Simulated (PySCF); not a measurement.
# EPR parameters of [H2O]+

H2O (charge +1 and doublet state).
Geometry (GFN2-xTB, Å), atoms numbered from 1 in this order:
```xyz
3
H2O angstrom
O      0.012    0.331   -0.003
H     -0.874   -0.145   -0.012
H      0.873   -0.188    0.003
```

The species is `[OH2+]` [radical] (charge +1).

Method used: PySCF 2.14.0, UKS B3LYP, pcH-1 on H O, non-relativistic, mean-field spin-orbit, GIAO. Isolated species at its GFN2-xTB geometry, gas phase. A GFN2-xTB geometry isn't a minimum of the functional, and hyperfine couplings can be far from their values at a DFT geometry, by a factor of two or more for some ions and for spin on atoms past the first row.

| Quantity | Value |
| --- | --- |
| g1, g2, g3 | 2.00203, 2.00584, 2.01939 |
| g_iso | 2.00908 |
| Form of g | rhombic: the two nearest values differ by 22 % of g3 − g1 |
| ⟨S²⟩ | 0.7525 (exact 0.7500) |
| HOMO–LUMO gap, α and β orbitals | 14.47, 5.46 eV |
| Total energy | -75.97001 Eh |
| Basis functions | 45 |

Isotropic coupling and dipolar principal values T1 to T3, in MHz:

| atom | isotope | a_iso | T1 | T2 | T3 | Mulliken spin population |
| --- | --- | --- | --- | --- | --- | --- |
| O1 | 17O | -77.8 | -314.7 | 155.6 | 159.1 | 1.05 |
| H2 | 1H | -72.5 | -65.1 | -24.8 | 89.9 | -0.03 |
| H3 | 1H | -72.5 | -65.1 | -24.8 | 89.9 | -0.03 |

The largest Mulliken spin population is on O1 (+1.05).

Axes: g1 is normal to the molecular plane.

Under fast tumbling the dipolar parts average out, and these isotropic splittings remain: 2 × 1H (H2/H3, I = 1/2, 3 lines) with 2.58 mT.

The 17O coupling of O1 (-77.8 MHz) shows only in satellite lines or after enrichment, since that isotope makes up about 0.038 % of natural oxygen.

The spin density at the nucleus, in bohr⁻³, is negative for H2/H3 (-0.0162), for instance. A restricted open-shell determinant has no negative spin density anywhere; here it arises because α and β orbitals differ (spin polarisation).
